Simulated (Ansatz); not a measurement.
Correlation energies of C$_{3}$H$_{6}$F$_{2}$, SMILES `CC(C)(F)F` by basis set

```xyz
11

C     0.5506   -0.9732   -0.6682
C    -0.2142   -0.2611    0.4141
C    -0.3398    1.2302    0.2607
F    -1.4709   -0.8018    0.4920
F     0.3785   -0.5299    1.6200
H     0.5740   -2.0408   -0.4482
H     1.5719   -0.5946   -0.7151
H     0.0668   -0.8166   -1.6326
H     0.6490    1.6893    0.2495
H    -0.9112    1.6304    1.0985
H    -0.8548    1.4681   -0.6704
```

Charge 0, multiplicity 1. The structure was optimised at the PBE0-D4/def2-TZVP level. Frozen core, restricted reference, Ansatz. CBS rows extrapolate triple and quadruple zeta; past MP2 they add the triple-zeta difference.

```json
{"basis": "def2-SVP", "HF (Eh)": "-315.74672", "MP2 corr.": "-0.79178"}
{"basis": "def2-TZVPP", "HF (Eh)": "-316.12711", "MP2 corr.": "-1.01551"}
{"basis": "def2-QZVPP", "HF (Eh)": "-316.14123", "MP2 corr.": "-1.09753"}
```

Q: Estimate the CCSD correlation energy and the (T) correction in each basis where they were run (hartree).

A: 
| basis | CCSD corr. | (T) |
| --- | --- | --- |
| def2-SVP | -0.83554 | -0.01919 |
| def2-TZVPP | -1.04837 | -0.03538 |
| CBS(def2) | -1.19114 | as TZ |
